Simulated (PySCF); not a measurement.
Spectra and structures to be paired. Computed, not measured: TDDFT PBE0/def2-SVPD, vertical, gas phase, core orbitals frozen in the response in PySCF 2.14.0, density-fitted response routines. Geometries: PBE0-D3(BJ)/def2-SVP; one conformer of each isolated species. Triplets are in the Tamm–Dancoff approximation.

A. `C[Si](C)(N)N` (C2H10N2Si)
B. `CCOc1cnccc1` (C7H9NO)
C. `CPC` (C2H7P)
D. `O=CC1CCCC1` (C6H10O)

Lowest singlet levels (six at most, fewer where fewer were computed) with oscillator strengths:

1. 283 nm (f 0.000); 178 nm (f 0.006); 167 nm (f 0.017); 164 nm (f 0.003); 164 nm (f 0.038); 163 nm (f 0.018); T1 3.75 eV
2. 258 nm (f 0.003); 245 nm (f 0.072); 226 nm (f 0.000); 207 nm (f 0.113); 192 nm (f 0.010); 179 nm (f 0.023); T1 3.94 eV
3. 204 nm (f 0.033); 194 nm (f 0.074); 170 nm (f 0.122); 168 nm (f 0.052); 154 nm (f 0.020); 153 nm (f 0.057); T1 5.18 eV
4. 204 nm (f 0.063); 190 nm (f 0.045); 172 nm (f 0.001); 168 nm (f 0.010); 165 nm (f 0.006); 161 nm (f 0.012); T1 5.82 eV

**Question.** Which spectrum belongs to which structure?

**Answer.** 1 = D, 2 = B, 3 = C, 4 = A.
- A: S1 at 6.08 eV, HOMO→LUMO (96%); Löwdin shares by element: HOMO nitrogen 63%, silicon 8%, carbon 8% or more (atoms not listed hold the other 21%); LUMO silicon 28%, hydrogen 14% or more, carbon 9% or more (atoms not listed hold the other 49%); HOMO -6.86 and LUMO 0.38 eV.
- B: S1 at 4.80 eV, HOMO-1→LUMO (99%); Löwdin shares by element: HOMO carbon 48% or more, oxygen 22% (atoms not listed hold the other 30%); LUMO carbon 52% or more, nitrogen 22% (atoms not listed hold the other 26%); HOMO -6.79 and LUMO -0.78 eV.
- C: S1 at 6.09 eV, HOMO→LUMO (98%); Löwdin shares by element: HOMO phosphorus 63%, carbon 23%, hydrogen 7% or more; LUMO carbon 34%, phosphorus 23%, hydrogen 11% or more (atoms not listed hold the other 31%); HOMO -6.69 and LUMO 0.53 eV; point group Cs.
- D: S1 at 4.38 eV, HOMO→LUMO (98%); S1 has the pattern of n→π* at C=O; HOMO -7.40 and LUMO -0.67 eV.
A and C have S1 within 0.02 eV of each other; their strongest listed levels stand at 6.08 eV (f 0.063) and 7.28 eV (f 0.122).
